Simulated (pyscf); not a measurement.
Optimised with ωB97X-D3(BJ)/def2-SVP in PySCF.

Task: Estimate by transition-state theory the rate constant of F–N(F)–F + germane (GeH₄) → F–GeH₃ + F–NH–F (singlet surface; F–N, Ge–H broken, F–Ge, H–N formed) at 900 K, with ωB97M-D3(BJ)/def2-TZVP energies (ideal gas, 1 atm, RRHO with modes under 100 cm⁻¹ raised to 100, one conformer, R ln 2 for rigid chiral ones; no tunnelling).

Result: The electronic barrier is 72.1 kcal/mol and the thermal terms add +23.7, so ΔG‡ = 95.8 kcal/mol. With k_BT/h = 1.88e+13 s⁻¹ and RT = 1.788 kcal/mol, and a volume of 1.23e-19 cm³ per molecule at 1 atm, k = 1.2e-29 cm³ molecule⁻¹ s⁻¹. Wigner's tunnelling factor for 774i cm⁻¹ would be 1.06. A shift of 1 kcal/mol in the barrier changes k by a factor 1.7. On the product side the descent ends in a complex (not fully relaxed), 5.9 kcal/mol under the separated species and 138.1 kcal/mol under the saddle at ωB97X-D3(BJ)/def2-TZVP. At ωB97X-D3(BJ) the barrier from the zero used here is 74.3 kcal/mol. The same reactants have a lower exit, to F• + F–N•–F + GeH₄ (no saddle counted: cutting one bond costs +59.0 kcal/mol at ωB97M-D3(BJ), against +72.1 kcal/mol here). One saddle was located; it need not be the lowest between these sides. A restricted solution here is unstable towards spin polarisation, so biradical character is likely and single-reference numbers are less safe. Elements up to Kr have no core potential and no relativistic terms here.
